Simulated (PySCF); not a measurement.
Nonlinear optical response: 2-methyl-1-buten-3-yne (SMILES CC(C#C)=C)

Cartesian coordinates in Å; atom numbers follow the order of the lines, from 1:
```xyz
11

C     1.853   -1.355   -0.917
C     1.036   -0.653   -0.381
C     0.020    0.155    0.208
C     0.292    0.949    1.247
C    -1.343    0.052   -0.408
H     2.594   -1.967   -1.373
H    -0.483    1.562    1.692
H     1.287    1.002    1.670
H    -1.310    0.331   -1.464
H    -2.051    0.703    0.107
H    -1.709   -0.976   -0.360
```

Computed, not measured: PySCF 2.14.0, quadratic response CAM-B3LYP/def2-TZVPD first hyperpolarisability, Taylor convention, gas phase. Geometry: PBE0-D3(BJ)/def2-TZVP.

Problem. What is the first hyperpolarisability, and how does it disperse?

Solution. In au, Taylor convention; the vector part is βᵢ = ⅓ Σⱼ (βᵢⱼⱼ + βⱼᵢⱼ + βⱼⱼᵢ); β∥ is 3/5 of the vector part along the dipole, the dipole points from − to +:
```tsv
process	λ (nm)	β vector norm	β∥	β HRS	depolarisation ratio
static β(0;0,0)	∞	39.7	16.8	16.1	5.37
second harmonic β(−2ω;ω,ω)	1907	42.4	16.9	17.1	5.49
Pockels β(−ω;ω,0)	1907	40.6	16.8	–	–
second harmonic β(−2ω;ω,ω)	1064	50.3	16.7	20.3	5.64
Pockels β(−ω;ω,0)	1064	42.6	16.9	–	–
```

Problem. Which lowest excitations, dipole and polarisabilities go with it?

Solution. S1 5.62 eV (f = 0.000); S2 5.71 eV (f = 0.258); S3 6.29 eV (f = 0.000); dipole 0.52 D; isotropic α 62.4 au static, 62.7 au at 1907 nm, 63.2 au at 1064 nm, 63.4 au at 953.5 nm, 65.8 au at 532 nm.
